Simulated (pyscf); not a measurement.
PySCF, gas phase, ωB97X-D3(BJ)/def2-SVP geometries.

Problem. Estimate the classical barrier height and the reaction energy of HO–SiH(OH)–F + H• -> HO–SiH•–OH + HF at ωB97M-D3(BJ)/def2-TZVP. The step runs on the doublet surface, breaks F–Si and forms F–H; take the separated reactants as zero.

Solution. ΔE‡ = 166.1 kJ/mol, ΔE = +116.1 kJ/mol. Zero-point energy shifts the barrier by +10.6 kJ/mol. It is an atom transfer, with an imaginary mode of 583i cm⁻¹. On the product side the descent ends in a complex, 21.2 kJ/mol under the separated species and 68.5 kJ/mol under the saddle at ωB97X-D3(BJ)/def2-TZVP. At the saddle there is also a short H–Si contact that neither side keeps. The same reactants have a lower exit, to HO–SiH(OH)–F + H• (barrier +57.9 kJ/mol at ωB97M-D3(BJ), against +166.1 kJ/mol here). One saddle was located; it need not be the lowest between these sides. The angle at the transferred F is 52°: a side-on saddle, likely not the lowest.
